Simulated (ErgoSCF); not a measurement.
**UHSE(Ergo)/pcseg-0 run of O2 (oxygen)**

What is the energy change on altering one bond length of O2 (oxygen) at UHSE(Ergo)/pcseg-0? 

The results are computed with ErgoSCF 3.8.

4 further runs of the same task are left out: 1 that didn't finish, 3 set aside as unsound or not needed.

**1. Starting point**

The species is O2 (2 atoms), meant as a triplet with charge 0. As SMILES, `O=O`. Geometry: relaxed at GFN2-xTB.

Bond lengths: O1–O2 1.210 Å.

**2. The energy at UHSE(Ergo)/pcseg-0**

input.ego reads:

```
set_nthreads(1)
molecule_inline
O      0.97685613    -0.31603780     0.50313958
O     -0.97685613     0.31603780    -0.50313958
EOF
tmpdir = "."
spin_polarization = 2
scf.output_mulliken_pop = 1
scf.max_number_of_iterations = 100
basis = "pcseg-0"
run "HSE"
```

The basis set pcseg-0 is read from a file made from the Basis Set Exchange's data (not shown).

Launch:

```
$ ergo input.ego
```

Log:

```text
[...]
INSC SCF_general constructor, number of basis functions: 18
[...]
INSC Energy   1 =       -106.08821438140
[...]
INDE PURIFICATION CONVERGED after 26 iterations
[...]
INDE PURIFICATION CONVERGED after 28 iterations
[...]
INDE PURIFICATION CONVERGED after 25 iterations
[...]
INDE E(LUMO) - E(HOMO) <=          0.34911697658 =          9.49995694021 eV
[...]
INSC Energy   8 =       -149.87864817174  ( diff     -0.000000000070173 )
[...]
RESC CONVERGED after   8 iterations.
RESC FINAL ENERGY:       -149.87864817174
RESC FINAL <S2> =          2.00459016231
[...]
INSC SCF: dipole_moment_x [atomic units] =      -0.00000000
INSC SCF: dipole_moment_y [atomic units] =       0.00000000
INSC SCF: dipole_moment_z [atomic units] =      -0.00000000
[...]
```

Wall time 0.97 s (1 thread of Arm Neoverse V1, shared host); peak memory 0.26 GiB.

**3. The distorted shape at the same level**

run.inp reads:

```
set_nthreads(1)
molecule_inline
O  0.94252736 -0.26796316 0.48405335
O  -0.86317587 0.22293666 -0.51930430
EOF
spin_polarization = 2
basis = "pcseg-0"
charge = 0
scf.max_number_of_iterations = 100
tmpdir = "."
scf.output_mulliken_pop = 1
run "HSE"
```

The basis set pcseg-0 is read from a file made from the Basis Set Exchange's data (not shown).

Launch:

```
$ ergo run.inp
```

Log:

```text
[...]
INSC SCF_general constructor, number of basis functions: 18
[...]
INSC Energy   1 =       -106.33162907560
[...]
INDE PURIFICATION CONVERGED after 25 iterations
[...]
INDE PURIFICATION CONVERGED after 28 iterations
[...]
INDE PURIFICATION CONVERGED after 25 iterations
[...]
INDE E(LUMO) - E(HOMO) <=          0.42058861004 =         11.44479917325 eV
[...]
INSC Energy   8 =       -149.84901217600  ( diff     -0.000000000032401 )
[...]
RESC CONVERGED after   8 iterations.
RESC FINAL ENERGY:       -149.84901217600
RESC FINAL <S2> =          2.00424321720
[...]
INSC SCF: dipole_moment_x [atomic units] =       0.00000000
INSC SCF: dipole_moment_y [atomic units] =      -0.00000000
INSC SCF: dipole_moment_z [atomic units] =       0.00000000
[...]
```

Wall time 0.97 s (1 thread of Arm Neoverse V1, shared host); peak memory 0.26 GiB.

**4. What came out**

Level: UHSE(Ergo)/pcseg-0.

```
                                                         quantity          value
                                        first shape: total energy  -149.87865 Eh
                                       first shape: dipole moment         0.00 D
                                                first shape: ⟨S²⟩          2.005
                                    distorted shape: total energy  -149.84901 Eh
                                   distorted shape: dipole moment         0.00 D
                                            distorted shape: ⟨S²⟩          2.004
energy change with the O1–O2 bond shortened from 1.210 to 1.124 Å       0.806 eV
```

With the O1–O2 bond shortened from 1.210 to 1.124 Å the energy rises by 0.81 eV (18.6 kcal/mol). The first shape isn't relaxed at this level, so the change isn't measured from a minimum.
